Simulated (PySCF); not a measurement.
**HF (SMILES F) at 6 levels**

Wanted: a comparison of 6 runs (B3LYP/6-31G*, PBE0/6-31G*, BCCD(T)/6-31G*, CCSDT/6-31G*, QCISD(T)/6-31G*, CCSD(T)/6-31G*) of HF. The job is set up through a Python script.

Program for the calculation: PySCF 2.14.0.

2 further runs of the same task are left out: 2 set aside as unsound or not needed.

## Step 1: Starting point

HF has 2 atoms, charge 0, and is taken as a singlet. As SMILES, `F`. The shape is that of a PBE0-D4/def2-TZVP optimisation.

Bond lengths: F1–H2 0.920 Å.

## Step 2: A single-point energy at B3LYP/6-31G(d) (spherical functions) (run 1)

File run.py:

```python
from pyscf import gto, dft

system = gto.Mole()
system.atom = '''
F   -0.390000   0.144600  -0.196400
H    0.390000  -0.144600   0.196400
'''
system.basis = '6-31g*'
system.charge = 0
system.verbose = 3
system.max_memory = 1860
system.build()

mf = dft.RKS(system, xc='b3lyp')
mf.conv_tol = 1e-10
mf.grids.level = 5
mf.kernel()
if not mf.converged:
    mf = mf.newton().run(mf.mo_coeff, mf.mo_occ)

e_final = mf.e_tot
print('E(%s) = %.9f' % ('B3LYP', e_final))
```

Run with:

```sh
$ OMP_NUM_THREADS=1 python run.py
```

What it wrote:

```text
converged SCF energy = -100.417947520709
E(B3LYP) = -100.417947521
```

It took 1.2 s on 1 thread of Arm Neoverse V1, shared host; peak memory 0.16 GiB.

## Step 3: The energy at PBE0/6-31G(d) (spherical functions) (run 2)

File run.py:

```python
# F
from pyscf import gto, dft

mol = gto.M(
    atom=[
    ('F', (-0.390000, 0.144600, -0.196400)),
    ('H', (0.390000, -0.144600, 0.196400)),
],
    max_memory=1860,
    verbose=4,
    basis='6-31g*',
)

mf = dft.RKS(mol)
mf.xc = 'pbe0'
mf.grids.level = 5
mf.conv_tol = 1e-10
mf.kernel()
if not mf.converged:
    mf = mf.newton().run(mf.mo_coeff, mf.mo_occ)

e_tot = mf.e_tot
print('Final energy', e_tot)
```

Run with:

```sh
$ OMP_NUM_THREADS=1 python run.py
```

What it wrote:

```text
PySCF version 2.14.0

[INPUT] num. atoms = 2
[INPUT] num. electrons = 10
[INPUT] charge = 0
[INPUT] spin (= nelec alpha-beta = 2S) = 0
[INPUT] symmetry False subgroup None
[INPUT] Mole.unit = angstrom
[INPUT] Symbol           X                Y                Z      unit          X                Y                Z       unit  Magmom
[INPUT]  1 F     -0.390000000000   0.144600000000  -0.196400000000 AA   -0.736993188580   0.273254397612  -0.371142210865 Bohr   0.0
[INPUT]  2 H      0.390000000000  -0.144600000000   0.196400000000 AA    0.736993188580  -0.273254397612   0.371142210865 Bohr   0.0

nuclear repulsion = 5.17695231349631
number of shells = 8
number of NR pGTOs = 31
number of NR cGTOs = 16
basis = 6-31g*
ecp = {}

******** <class 'pyscf.dft.rks.RKS'> ********
method = RKS
initial guess = minao
damping factor = 0
level_shift factor = 0
DIIS = <class 'pyscf.scf.diis.CDIIS'>
diis_start_cycle = 1
diis_space = 8
diis_damp = 0
SCF conv_tol = 1e-10
SCF conv_tol_grad = None
SCF max_cycles = 50
direct_scf = True
direct_scf_tol = 1e-13
XC library pyscf.dft.libxc version 7.0.0
    S. Lehtola, C. Steigemann, M. J.T. Oliveira, and M. A.L. Marques.,  SoftwareX 7, 1–5 (2018)
XC functionals = pbe0
radial grids:
    Treutler-Ahlrichs [JCP 102, 346 (1995); DOI:10.1063/1.469408] (M4) radial grids

becke partition: Becke, JCP 88, 2547 (1988); DOI:10.1063/1.454033
pruning grids: <function nwchem_prune>
grids dens level: 5
symmetrized grids: False
atomic radii adjust function: <function treutler_atomic_radii_adjust>
small_rho_cutoff = 0
Set gradient conv threshold to 1e-05
Initial guess from minao.
tot grids = 67424
init E= -100.246782055332
  HOMO = -0.518013139961804  LUMO = 0.0492425804138392  gap/eV = 15.43581
cycle= 1 E= -100.274974635254  delta_E= -0.0282  |g|= 0.541  |ddm|= 0.856
  HOMO = -0.267174684695616  LUMO = 0.104293537034458  gap/eV = 10.10817
cycle= 2 E= -100.261393412097  delta_E= 0.0136  |g|= 0.642  |ddm|= 0.624
  HOMO = -0.39477290753806  LUMO = 0.0845082900791518  gap/eV = 13.04191
cycle= 3 E= -100.323144938976  delta_E= -0.0618  |g|= 0.0135  |ddm|= 0.336
  HOMO = -0.392385906740518  LUMO = 0.0891528866441798  gap/eV = 13.10334
cycle= 4 E= -100.323177448778  delta_E= -3.25e-05  |g|= 0.00206  |ddm|= 0.00738
  HOMO = -0.392791248124774  LUMO = 0.0890390202638605  gap/eV = 13.11127
cycle= 5 E= -100.323178158502  delta_E= -7.1e-07  |g|= 0.000101  |ddm|= 0.00106
  HOMO = -0.392824222265735  LUMO = 0.0890349890464366  gap/eV = 13.11206
cycle= 6 E= -100.323178160381  delta_E= -1.88e-09  |g|= 3.68e-06  |ddm|= 6.58e-05
  HOMO = -0.392824865782239  LUMO = 0.0890341113235595  gap/eV = 13.11205
cycle= 7 E= -100.323178160385  delta_E= -3.98e-12  |g|= 5.79e-07  |ddm|= 4.08e-06
  HOMO = -0.392825126813807  LUMO = 0.0890341555013037  gap/eV = 13.11206
Extra cycle  E= -100.323178160385  delta_E= 1.42e-14  |g|= 5.83e-07  |ddm|= 5.76e-07
converged SCF energy = -100.323178160385
Final energy -100.32317816038496
```

Run time: 1.2 s. Hardware: 1 thread of Arm Neoverse V1, shared host; peak memory 0.16 GiB.

Runs 3 to 5 aren't shown in full; the table further down has their settings and results.

## Step 4: The energy at CCSD(T)/6-31G(d) (spherical functions) (run 6)

File run.py:

```python
# F
from pyscf import gto, cc

mol = gto.M(
    atom='''
F     -0.390000     0.144600    -0.196400
H      0.390000    -0.144600     0.196400
''',
    max_memory=1860,
    verbose=3,
    basis='6-31g*',
    charge=0,
)

calc0 = mol.RHF()
calc0.conv_tol = 1e-10
calc0.kernel()
if not calc0.converged:
    calc0 = calc0.newton().run(calc0.mo_coeff, calc0.mo_occ)

mycc = cc.CCSD(calc0, frozen=1)
mycc.kernel()
e_t = mycc.ccsd_t()
e_final = mycc.e_tot + e_t
print('E = %.10f Eh' % e_final)
```

Run with:

```sh
$ OMP_NUM_THREADS=1 python run.py
```

What it wrote:

```text
converged SCF energy = -100.000700889979
E(CCSD) = -100.1835784745626  E_corr = -0.1828775845838536
CCSD(T) correction = -0.00162477462343534
E = -100.1852032492 Eh
```

It took 0.85 s on 1 thread of Arm Neoverse V1, shared host; peak memory 0.12 GiB.

## Step 5: The series

```tsv
run	level	integration grid	frozen core orbitals	energy (Eh)	dipole moment (D) of the reference	HOMO energy (eV)	LUMO energy (eV)	wall time
1	B3LYP/6-31G* (spherical functions)	5	–	-100.417948	1.85	-10.24	1.87	1.2 s
2	PBE0/6-31G* (spherical functions)	5	–	-100.323178	1.87	-10.69	2.42	1.2 s
3	BCCD(T)/6-31G* (spherical functions)	–	1	-100.185227	–	–	–	1.2 s
4	CCSDT/6-31G* (spherical functions)	–	1	-100.185330	1.99	-17.09	5.97	1.1 s
5	QCISD(T)/6-31G* (spherical functions)	–	1	-100.185300	1.99	-17.09	5.97	0.76 s
6	CCSD(T)/6-31G* (spherical functions)	–	1	-100.185203	1.99	-17.09	5.97	0.85 s
```

## Step 6: Outcome

| quantity | value |
| --- | --- |
| run 6: total energy | -100.18520 Eh |
| run 6: dipole moment (Hartree–Fock density) | 1.99 D |
| run 6: HOMO energy (Hartree–Fock orbitals) | -17.09 eV |
| run 6: LUMO energy (Hartree–Fock orbitals) | 5.97 eV |
| run 6: HOMO–LUMO gap (Hartree–Fock orbitals) | 23.07 eV |
| run 6: correlation energy (1 core orbital frozen) | -184.5 mEh |
| run 6: (T) correction | -1.62 mEh |
| run 6: T1 diagnostic | 0.006 |

What this shows: Totals of different functionals can't be ranked against each other. All runs together took 6.3 s, the longest 1.2 s.
